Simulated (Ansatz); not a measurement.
Input for Ansatz (development build ahead of 0.2.0):

```yaml
crystal:
  periodic: [false, false, false]
  atoms:
    - { symbol: C, position_ang: [1.38862, 0.0003, -0.00554] }
    - { symbol: C, position_ang: [0.68951, 1.20901, 0.0042] }
    - { symbol: C, position_ang: [-0.70777, 1.21741, 0.00052] }
    - { symbol: C, position_ang: [-1.39069, -0.00368, -0.00842] }
    - { symbol: C, position_ang: [-0.70286, -1.21757, 0.00214] }
    - { symbol: C, position_ang: [0.69796, -1.20441, -0.00521] }
    - { symbol: H, position_ang: [2.49198, 0.00363, 0.00948] }
    - { symbol: H, position_ang: [1.25054, 2.15031, -0.00096] }
    - { symbol: H, position_ang: [-1.24979, 2.15442, -0.0097] }
    - { symbol: H, position_ang: [-2.4908, -0.00348, -0.00674] }
    - { symbol: H, position_ang: [-1.24027, -2.15357, -0.00897] }
    - { symbol: H, position_ang: [1.24818, -2.14404, -0.00446] }
basis:
  gaussian: { orbitals: cc-pVDZ }
hamiltonian:
  xc: hf
```

The input is written out in the form of the current development build from the run's settings.

Results

| Quantity | Value |
| --- | --- |
| Converged | yes |
| Total energy | -230.72098 hartree |
| Spin squared of the determinant | 0.000 |
